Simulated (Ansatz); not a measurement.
## CH₆BO (charge -1), SMILES [BH3-]OC: a rigid scan of one bond angle, step by step

With Ansatz 0.2.0, Python API.

At the Python prompt:
```pycon
>>> from dataclasses import dataclass
>>> import ansatz as az
>>> from ase import Atoms
>>> @dataclass
... class Options:
...     basis: str = "cc-pVDZ"
...     functional: str = "pbe0"
...     charge: int = -1
...     fmax: float = 0.02
...
>>> cfg = Options()
>>> atoms = Atoms(["B", "O", "C", "H", "H", "H", "H", "H", "H"], positions=[
...     (1.1679, 0.1693, -0.0933),
...     (-0.1265, 0.3417, -0.8045),
...     (-1.1782, -0.1314, 0.0052),
...     (1.3755, -0.9842, 0.134),
...     (1.1802, 0.7977, 0.9217),
...     (2.0459, 0.5731, -0.7893),
...     (-1.0749, -1.2204, 0.2164),
...     (-2.1322, 0.0067, -0.5439),
...     (-1.2577, 0.4476, 0.9537),
... ])
>>> # start the scan from a relaxed geometry
>>> first = (
...     az.Crystal.molecule_from_ase(atoms).calculation()
...     .basis(gaussian=cfg.basis)
...     .functional(cfg.functional)
...     .charge(cfg.charge)
...     .relax(force_tolerance=cfg.fmax, max_steps=80)  # relax until the tolerances are met
... )
>>> atoms.positions = first.run(threads=1, backend="cpu").report["positions_ang"]
>>> rows = []
>>> for angle in [85, 95, 105, 115, 125, 140, 160]:
...     bent = atoms.copy()
...     bent.set_angle(2, 1, 0, angle, indices=[0, 3, 4, 5])
...     model = (
...         az.Crystal.molecule_from_ase(bent).calculation()
...         .basis(gaussian=cfg.basis)
...         .functional(cfg.functional)
...         .charge(cfg.charge)
...     )
...     rows.append((angle, model.run(threads=1, backend="cpu").report["free_energy_ev"]))
...
>>> floor = min(e for _, e in rows)
>>> for angle, e in rows:
...     print(f"angle C2-O1-B0 = {angle:3d} deg   {1000 * (e - floor):9.1f} meV")
...
angle C2-O1-B0 =  85 deg      1242.3 meV
angle C2-O1-B0 =  95 deg       401.1 meV
angle C2-O1-B0 = 105 deg        67.8 meV
angle C2-O1-B0 = 115 deg         0.0 meV
angle C2-O1-B0 = 125 deg        84.4 meV
angle C2-O1-B0 = 140 deg       360.7 meV
angle C2-O1-B0 = 160 deg       775.5 meV
```

What to keep in mind:
- The scan is rigid, and the energies are electronic, in a modest basis. The zero is the lowest point of the grid, which needn't be the minimum.
- Anions want diffuse functions, which this basis lacks.
- Timing: 23 s on 1 thread of Arm Neoverse V1 (shared host), peak memory 0.21 GiB.

(A comment or docstring line of the script was reworded after the run, the code is as it ran.)
